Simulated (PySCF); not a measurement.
C₄H₃FS.
SMILES with atom numbers: `[F:1][c:2]1[cH:3][cH:4][s:5][cH:6]1` (hydrogens: H7 on C3; H8 on C4; H9 on C6)

Geometry (PBE0-D3(BJ)/def2-SVP, Å), atoms numbered from 1 in this order:
```xyz
9
C4H3FS angstrom
F     -1.1536   -0.2726    1.9301
C     -0.5759   -0.0441    0.7582
C      0.7066   -0.5631    0.4332
C      1.0848   -0.1888   -0.8279
S     -0.1083    0.7751   -1.5996
C     -1.1484    0.7027   -0.2352
H      1.3001   -1.1783    1.1093
H      2.0106   -0.4306   -1.3479
H     -2.1159    1.1998   -0.2202
```

Level: PBE0/pcSseg-1 and PBE0/def2-SVPD in PySCF, non-relativistic, on one gas-phase PBE0-D3(BJ)/def2-SVP geometry that isn't relaxed in the solvent. The solvent is an IEF-PCM continuum (Bondi radii, 1.10 Å for H, scaled by 1.2). Specific hydrogen bonds and non-electrostatic terms are outside this model.

Gas phase at PBE0/pcSseg-1: HOMO -7.02 eV, LUMO -0.66 eV, dipole 1.16 D.

Task: What does the continuum do to the energy, the frontier levels and the dipole at PBE0/pcSseg-1 in benzene and chloroform?

Result: 
```csv
solvent,ε,E(solvent) − E(gas) (kJ/mol),polarisation term (kJ/mol),distortion of the solute (kJ/mol),HOMO (eV),LUMO (eV),dipole (D)
benzene,2.271,-5.78,-6.04,0.26,-6.99,-0.61,1.30
chloroform,4.711,-9.22,-9.89,0.67,-6.99,-0.59,1.38
```

The first energy column is the sum of the next two and covers electrostatics alone. From benzene to chloroform the lowering changes by a factor 1.60, Onsager's factor (ε − 1)/(2ε + 1) by 1.55 and ε itself by 2.1.

Task: Which radius a makes the point-dipole formula ΔE = −[(ε − 1)/(2ε + 1)]·μ²/a³ give the value in chloroform, with the gas-phase dipole?

Result: μ = 0.456 au and |ΔE| = 0.00351 Eh give a = 1.46 Å; the farthest nucleus lies 2.46 Å from the centroid of the nuclei, so such a sphere wouldn't even hold the nuclei. The formula assumes a rigid point dipole at the centre of a sphere.

Task: Which Mulliken charges (PBE0/pcSseg-1) respond most in benzene (means over atoms taken as equivalent)?

Result: 
```json
{"atoms": "H8", "environment": "aromatic hydrogen", "gas (e)": "+0.147", "solvent (e)": "+0.157", "change": "+0.010"}
{"atoms": "C2", "environment": "aromatic C–F carbon", "gas (e)": "+0.308", "solvent (e)": "+0.299", "change": "-0.009"}
{"atoms": "H9", "environment": "aromatic hydrogen", "gas (e)": "+0.153", "solvent (e)": "+0.162", "change": "+0.009"}
{"atoms": "H7", "environment": "aromatic hydrogen", "gas (e)": "+0.121", "solvent (e)": "+0.129", "change": "+0.008"}
{"atoms": "F1", "environment": "aryl fluorine", "gas (e)": "-0.260", "solvent (e)": "-0.266", "change": "-0.006"}
{"atoms": "S5", "environment": "thiophene-type sulfur", "gas (e)": "+0.268", "solvent (e)": "+0.262", "change": "-0.006"}
{"atoms": "C3", "environment": "aromatic CH carbon", "gas (e)": "-0.116", "solvent (e)": "-0.120", "change": "-0.004"}
{"atoms": "C4", "environment": "aromatic CH next to a ring sulfur", "gas (e)": "-0.280", "solvent (e)": "-0.281", "change": "-0.001"}
```

Gas phase at PBE0/def2-SVPD: HOMO -7.05 eV, LUMO -0.70 eV, dipole 1.15 D.

Task: What does the continuum do to the energy, the frontier levels and the dipole at PBE0/def2-SVPD in benzene and chloroform?

Result: 
```json
{"solvent": "benzene", "ε": "2.271", "E(solvent) − E(gas) (kJ/mol)": "-5.93", "polarisation term (kJ/mol)": "-6.26", "distortion of the solute (kJ/mol)": "0.33", "HOMO (eV)": "-7.01", "LUMO (eV)": "-0.64", "dipole (D)": "1.29"}
{"solvent": "chloroform", "ε": "4.711", "E(solvent) − E(gas) (kJ/mol)": "-9.50", "polarisation term (kJ/mol)": "-10.35", "distortion of the solute (kJ/mol)": "0.85", "HOMO (eV)": "-7.01", "LUMO (eV)": "-0.63", "dipole (D)": "1.37"}
```

Task: How does the static polarisability (PBE0/def2-SVPD, frozen core, with the continuum's full static response) change?

Result: 
| medium | isotropic (au) | principal values (au) | ⟨r²⟩ of the electrons (bohr²) |
| --- | --- | --- | --- |
| gas | 62.1 | 41.9, 68.8, 75.5 | 599.4 |
| benzene | 71.8 | 47.8, 79.5, 88.1 | 599.2 |
| chloroform | 78.5 | 52.4, 86.6, 96.4 | 599.1 |

The isotropic value in chloroform is 1.26 times the gas-phase one; no cavity-field correction is applied. ⟨r²⟩ is taken about the centre of nuclear charge.
